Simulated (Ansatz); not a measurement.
Ansatz (a program for electronic structure) input (PBE0/cc-pVQZ):

Ansatz 0.2 input:
```yaml
crystal:
  periodic: [false, false, false]
  atoms:
    - {symbol: C, position_ang: [-0.00304735, 0.42791482, -0.00613070]}
    - {symbol: C, position_ang: [1.20001360, -0.09023937, 0.00044276]}
    - {symbol: F, position_ang: [-1.17652991, -0.15679382, 0.00308106]}
    - {symbol: H, position_ang: [1.34031919, -1.16762619, 0.01578439]}
    - {symbol: H, position_ang: [2.06665249, 0.55271791, -0.00938634]}
basis:
  gaussian:
    orbitals: cc-pVQZ
hamiltonian:
  xc: {name: PBE0}
magnetization: {spin_polarized: true, initial_magnetization: 1}
```

Output:

```
Functional definition: PBE0
integrals: 0.08 GiB planned
685 factors; their error is unknown
mean field: 1.15 GiB planned
mean field evaluation 1: about -4812.5075 eV, gradient 3.3e1 eV
mean field evaluation 2: about -4809.7771 eV, gradient 3.8e1 eV
mean field evaluation 4: about -4817.1897 eV, gradient 1.8e0 eV
mean field evaluation 8: about -4817.2034 eV, gradient 1.4e-1 eV
mean field evaluation 16: about -4817.1990 eV, gradient 3.2e-4 eV
mean field -4817.19898728 eV, -177.0287975678 hartree, gradient 2.6e-5 eV, S^2 0.763935; 0 other end points of the search recorded, 0 dependent functions left out
reference -4817.19900897 eV, -177.0287983650 hartree; 12, 11 occupied and 213, 214 virtual orbitals, 685 factors
Total energy: -4817.19900897 eV, -177.0287983650 hartree
```
